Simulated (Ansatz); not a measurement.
Worked example: building the atomization energy of C4H5N, singlet

Measured: the G2/97 heats of formation, with zero-point and thermal terms from B3LYP taken off, give an electronic atomization energy of 1071.7 kcal/mol (Curtiss et al., J. Chem. Phys. 106, 1063 (1997); Staroverov et al., J. Chem. Phys. 119, 12129 (2003)). The calculation below tries to reproduce it.

Geometry (MP2(full)/6-31G*, from the G2/97 set):

```xyz
10

H     0.0000    0.0000    2.1290
N     0.0000    0.0000    1.1184
C     0.0000    1.1245    0.3332
C     0.0000   -1.1245    0.3332
C     0.0000    0.7084   -0.9841
C     0.0000   -0.7084   -0.9841
H     0.0000    2.1129    0.7702
H     0.0000   -2.1129    0.7702
H     0.0000    1.3573   -1.8494
H     0.0000   -1.3573   -1.8494
```

Atomization energies (atoms less molecule, kcal/mol) from Ansatz 0.2.0, frozen cores, restricted molecule, unrestricted atoms, sets cc-pVDZ, cc-pVTZ, cc-pVQZ:

```json
{"level": "HF", "DZ": "749.38", "TZ": "763.57", "QZ": "765.73"}
{"level": "CCSD(T)", "DZ": "983.94", "TZ": "1039.12", "QZ": "1056.79"}
{"level": "CCSDT", "DZ": "983.22", "TZ": "–", "QZ": "–"}
{"level": "CCSDT(Q)", "DZ": "984.70", "TZ": "–", "QZ": "–"}
```

Problem. Extrapolate Hartree–Fock with exp(−5.46 √X) and the CCSD(T) correlation part with X⁻³ (X = 3, 4), add each higher step from the largest set that has it, and compare with the measured value.

Solution. Hartree–Fock: 765.73 + (765.73 − 763.57) × 0.301 = 766.38.
Correlation: TZ 275.55, QZ 291.06; (64 × 291.06 − 27 × 275.55) / 37 = 302.38.
Full triples (DZ): 983.22 − 983.94 = -0.72.
(Q) (DZ): 984.70 − 983.22 = 1.48.
Sum: 1069.5 kcal/mol, 2.2 below the measured 1071.7.

The steps beyond CCSD(T) add 0.76 kcal/mol, while going from QZ to the limit adds 11.97. Core correlation, scalar relativity, spin–orbit terms and the relaxation from this MP2 geometry are missing from the sum, and the measured value has its own uncertainty.
